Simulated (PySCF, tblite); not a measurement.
Complex of chloride and 3 × ammonia

A gas-phase complex of chloride and 3 × ammonia; charge -1, singlet. The structure comes from a short search (6 tight-binding starts) and was relaxed by PBE0-D3(BJ)/def2-SVPD; another way of binding may lie lower. No frequency run checks that it is a minimum.

Parts: 1 = chloride ([Cl-]), atoms 1, charge -1; 2 = ammonia (N), atoms 2–5; 3 = ammonia (N), atoms 6–9; 4 = ammonia (N), atoms 10–13.

Coordinates in Å:
```
Cl1    -0.579   -0.366   -0.791
N2     -0.258   -2.166    2.116
H3     -0.612   -1.747    1.247
H4      0.731   -1.914    2.106
H5     -0.295   -3.173    1.979
N6     -1.046    1.004    2.371
H7     -0.130    1.408    2.557
H8     -0.999    0.065    2.767
H9     -1.051    0.831    1.359
N10     2.373   -0.901    0.640
H11     1.458   -0.679    0.215
H12     2.958   -0.083    0.486
H13     2.761   -1.637    0.054
```

```json
{"contact": "H11···Cl1", "kind (by geometry)": "hydrogen bond", "distance (Å)": "2.293", "angle (°)": "175"}
{"contact": "H3···Cl1", "kind (by geometry)": "hydrogen bond", "distance (Å)": "2.462", "angle (°)": "158"}
{"contact": "H9···Cl1", "kind (by geometry)": "hydrogen bond", "distance (Å)": "2.505", "angle (°)": "158"}
```

Interaction energies are complex less parts, with the parts frozen as they stand in it; counterpoise-corrected, in kcal/mol (PySCF).

Problem. Give the interaction energy at each level run.

Solution. 
```json
{"level": "wB97M-D3(BJ)/def2-TZVPD", "interaction": "-26.24", "superposition error removed": "-0.53"}
{"level": "PBE0-D3(BJ)/def2-TZVPD", "interaction": "-27.45", "superposition error removed": "-0.50"}
{"level": "RI-MP2/def2-TZVPD", "interaction": "-24.27", "superposition error removed": "-2.43"}
```

Problem. What holds them together? Decompose the wB97M-D3(BJ)/def2-TZVPD energy: frozen parts, their antisymmetrised product, then relaxation.

Solution. electrostatic -36.4, Pauli repulsion +28.2, orbital relaxation -14.6, dispersion correction -4.0 kcal/mol, which sum to the value before the counterpoise correction; the Pauli term holds the exchange-correlation of the frozen density too. Of the attraction, 66 % is electrostatic, 26 % is orbital relaxation, 7 % is dispersion correction.

Problem. Are the pair energies additive?

Solution. The pairs sum to -28.26 kcal/mol (1–2 -8.2, 1–3 -8.5, 1–4 -8.2, 2–3 -1.5, 2–4 -1.6, 3–4 -0.3); the rest of +2.02 is a many-body weakening.

The parts were also relaxed and run alone, at the levels used for the complex: shieldings by PBE0/aug-pcSseg-2; core levels by delta-SCF with SCAN, aug-pcX-2 on the ionised atom and aug-pcseg-1 elsewhere, spin-free X2C (2p3/2 is the spin-free 2p value less a third of a first-order spin-orbit splitting).

Values alone: N10–H11 bond (Å): 1.016; shielding of H11 (ppm): 31.43; shielding of Cl1 (ppm): 1149.3; shielding of H3 (ppm): 31.43; shielding of N10 (ppm): 261.0; Cl1 2p3/2 core level (eV): 196.90; N2 1s core level (eV): 405.54; N10 1s core level (eV): 405.54.

Problem. How do these values change when the complex forms?

Solution. 
```csv
property,alone,in the complex,change
N10–H11 bond (Å),1.016,1.034,+0.018
shielding of H11 (ppm),31.43,26.06,-5.37
shielding of Cl1 (ppm),1149.3,1035.6,-113.6
shielding of H3 (ppm),31.43,27.90,-3.53
shielding of N10 (ppm),261.0,244.1,-16.9
Cl1 2p3/2 core level (eV),196.90,198.07,+1.16
N2 1s core level (eV),405.54,400.61,-4.93
N10 1s core level (eV),405.54,401.00,-4.53
```
